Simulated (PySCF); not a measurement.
GaH$_{2}$⁻, singlet: the ladder up to RCCSDT(Q)

Geometry: that of the GaH2, doublet, kept fixed.

```xyz
3

Ga    0.0000   -0.0222    0.0000
H     0.0000    0.7688   -1.3831
H     0.0000    0.7688    1.3831
```

Basis aug-cc-pVDZ; PySCF 2.14.0. Only valence electrons are correlated (noble-gas cores and the filled d shells of p-block atoms frozen), which leaves 6 electrons in 40 orbitals. R marks a restricted (for open shells ROHF) determinant. No spin–orbit coupling is included, and no scalar relativity.

Full CI isn't at hand for all of this; RCCSDT(Q) serves as the reference, and is uncertain by the last step of the cluster series or more.

```
T1 diagnostic (ROHF- or RHF-based CCSD)             : 0.0147
largest doubles amplitude (ROHF- or RHF-based CCSD) : 0.095
```

| level | E − E(RHF) (eV) |
| --- | --- |
| RMP2 | -2.2492 |
| RCCSD | -2.9427 |
| RCCSD(T) | -3.0147 |

Task: Estimate how far RCCSDT(Q) in aug-cc-pVDZ lies from RCCSD(T). The table doesn't fix it; the size of (T) and the diagnostics are the guide.

Result: RCCSDT(Q) in aug-cc-pVDZ lies 2.2 kJ/mol below RCCSD(T), which is 32 % of the (T) step (-6.9 kJ/mol). The diagnostics give no warning, yet the rest is a sizeable part of (T).

The other levels:

```json
{"level": "RCCSDT", "E − E(RCCSDT(Q)) (kJ/mol)": "0.3", "share of correlation (%)": "99.89", "wall time": "–"}
```

The correlation energy at RCCSDT(Q), counted from RHF, is -3.038 eV. That run took 23 s on 1 thread of Arm Neoverse V1, shared host.

Times are those of the correlated step on a shared host, with one SCF added for the restricted CCSD run; they ran on 1 thread of Arm Neoverse V1.
